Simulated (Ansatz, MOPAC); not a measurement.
Reaction (SMILES): C1CSC1 + 3 C (CH4) + S (H2S) -> 2 CC (C2H6) + 2 CS (CH4S) [methanethiol]

Property: bond separation energy (enthalpy at 298 K), in kcal/mol. Set-up: non-relativistic; 6-31G* and kin with 6d, 5d where marked; no spin-orbit coupling; 6-311+G** with 5d, 6d on Na to Ar in Ansatz (a program for electronic structure); no dispersion term unless named; frozen cores in correlated levels. CBS marks a two-point X^-3 extrapolation of the correlation energy; Hartree-Fock from the larger set. The bracket is a focal-point correction in the basis named. Ab initio and DFT rows: single points at B3LYP-D3(BJ) geometries (Ansatz), with unscaled harmonic terms from B3LYP/6-31G* (Ansatz) at its own minima. Semi-empirical rows: MOPAC heats of formation at their own minima for 298 K.

Measured values: Active Thermochemical Tables 1.112 (ions: stationary electron), as tabulated in the package chemicals; CRC Handbook, as tabulated in the package chemicals; G2/97 table in ASE (Curtiss et al.); they hold spin-orbit and core effects, anharmonicity. 

Value to compare with, the measured value: -7.2 kcal/mol.

```tsv
level	program	bond separation energy (enthalpy at 298 K) (kcal/mol)	error
PM3	MOPAC	-14.9	-7.7
MNDO	MOPAC	-16.9	-9.7
HF/STO-3G	Ansatz	-16.5	-9.3
SVWN5/6-31G*	Ansatz	-11.7	-4.5
PBE/STO-3G	Ansatz	-11.5	-4.3
PBE/3-21G	Ansatz	-9.4	-2.2
B3LYP/STO-3G	Ansatz	-12.5	-5.3
B3LYP/6-31G*	Ansatz	-10.0	-2.8
B3LYP/6-31+G*	Ansatz	-9.3	-2.1
B3LYP/6-31G**	Ansatz	-9.9	-2.7
B3LYP/def2-SVP	Ansatz	-10.9	-3.7
B3LYP/6-311+G**	Ansatz	-8.9	-1.7
PBE0/6-31G*	Ansatz	-10.5	-3.3
MP2/3-21G	Ansatz	-7.6	-0.4
PBE/def2-TZVPD	Ansatz	-8.4	-1.2
RI-MP2/CBS(cc-pV(T+d)Z,cc-pV(Q+d)Z)+[CCSD(T)-MP2]/cc-pV(T+d)Z	Ansatz	-8.0	-0.8
```

0 of the 14 habitual levels lie above the measured value; their mean absolute error is 4.3 kcal/mol, the median 3.5.

The levels are drawn from those run, B3LYP/6-31G* more often than the rest, none by its result; left out are runs that failed, that the program found above a lower state of the same kind, or whose <S^2> lies over 0.5 above the pure value.
